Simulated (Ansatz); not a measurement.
## CCSD(T) against full CI for several species

Each species is computed at the geometry given (Å), with frozen cores, in Ansatz 0.2.0: RHF-CCSD(T) for singlets, UHF-CCSD(T) otherwise, and full CI in the same basis. The program picks the determinant by trial CCSD, so it needn't be the lowest Hartree–Fock solution. States: BeMgH2 (H-bridged) A', SiH2⁺ A1, Al–CH2 A2, SiC⁺ Π, BH3 A. Cases whose determinant has another symmetry than full CI's state, or whose (Q) step broke down, weren't drawn.

Q: Judging by size, spin and bonding and the diagnostics given, rank them by the size of CCSD(T)'s error in total energy against full CI in the same basis, smallest first (an estimate).
A. BH₃, singlet, cc-pVDZ: B 0.019 0.007 -0.003; H 1.047 0.030 0.009; H -0.679 1.009 -0.002; H -0.570 -1.113 0.022. T1 0.005, (T) -40 meV in a correlation energy of -3.19 eV
B. BeMgH$_{2}$ (H-bridged), triplet, 6-31G: Be 0.000 -0.113 3.375; Mg 0.000 -0.065 -1.158; H 0.000 1.850 1.819; H 0.000 0.723 -4.067. T1 0.077, (T) -7 meV in a correlation energy of -1.96 eV
C. SiH2⁺, doublet, cc-pVDZ: Si 0.000 -0.051 0.000; H 0.000 0.707 -1.278; H 0.000 0.707 1.278. T1 0.014, (T) -38 meV in a correlation energy of -2.28 eV
D. Al–CH₂, quartet, 6-31G: Al 0.000 0.000 0.897; C 0.000 0.000 -1.617; H 0.000 1.183 -2.374; H 0.000 -1.183 -2.374. T1 0.033, (T) -89 meV in a correlation energy of -3.50 eV
E. SiC⁺, doublet, cc-pVDZ: Si 0.000 0.000 0.000; C 0.000 0.000 1.433. T1 0.105, (T) -255 meV in a correlation energy of -4.28 eV

A: B (5.5 meV), A (10.5 meV), C (14.8 meV), D (39.0 meV), E (230.6 meV).

| species | basis | correlated electrons | CCSD(T) − full CI (meV) | CCSDT(Q) − full CI (meV) | unpaired electrons (full CI) | T1 | ⟨S²⟩ of the determinant |
| --- | --- | --- | --- | --- | --- | --- | --- |
| BeMgH2 (H-bridged), triplet | 6-31G | 6 | 5.5 | 0.5 | 2.28 | 0.077 | 2.40 |
| BH3, singlet | cc-pVDZ | 6 | 10.5 | 0.2 | 0.03 | 0.005 | 0.00 |
| SiH2⁺, doublet | cc-pVDZ | 5 | 14.8 | -0.3 | 1.03 | 0.014 | 0.75 |
| Al–CH2, quartet | 6-31G | 9 | 39.0 | 0.3 | 3.10 | 0.033 | 3.86 |
| SiC⁺, doublet | cc-pVDZ | 7 | 230.6* | 2.1 | 1.54 | 0.105 | 1.92 |

Unpaired electrons are Σ n²(2−n)² over natural occupations; an open shell counts its own unpaired electrons too. Frozen cores follow each run's orbitals, which moves totals by a few meV. BeMgH2 (H-bridged), triplet has a large T1 and a small miss, so T1 alone doesn't rank these. An asterisk marks runs whose energy the program itself flagged as in doubt.
